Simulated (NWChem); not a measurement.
A series in which one site is exchanged, each optimised at PBE0/def2-SVP with NWChem, gas phase unless a solvent is named. Some are not confirmed as minima by frequencies. def2 effective core potentials on Sn; no spin-orbit coupling.

A: CC=C (C₃H₆; site = C)
B: C=[CH][SnH3] (C₂H₆Sn; site = Sn)
C: [SiH3]C=C (C₂H₆Si; site = Si)
D: C=[CH][GeH3] (C2H6Ge; site = Ge)

Values for A:

dipole (D), PBE0/def2-SVP: 0.42
orbital gap (eV), PBE0/def2-SVP: 7.93
vertical ionisation energy, ΔSCF, PBE0/def2-SVP (eV): 9.70
lowest singlet excitation, PBE0/def2-SVPD, TDA (eV): 7.13

### Question
How do these values change for the other members?

### Answer
```json
[
 {"change from A": "dipole (D), PBE0/def2-SVP", "B": "+0.16", "C": "+0.32", "D": "+0.17"},
 {"change from A": "orbital gap (eV), PBE0/def2-SVP", "B": "-0.26", "C": "-0.33", "D": "-0.24"},
 {"change from A": "vertical ionisation energy, ΔSCF, PBE0/def2-SVP (eV)", "B": "+0.21", "C": "+0.45", "D": "+0.33"},
 {"change from A": "lowest singlet excitation, PBE0/def2-SVPD, TDA (eV)", "B": "-0.80", "C": "-0.35", "D": "-0.40"}
]
```
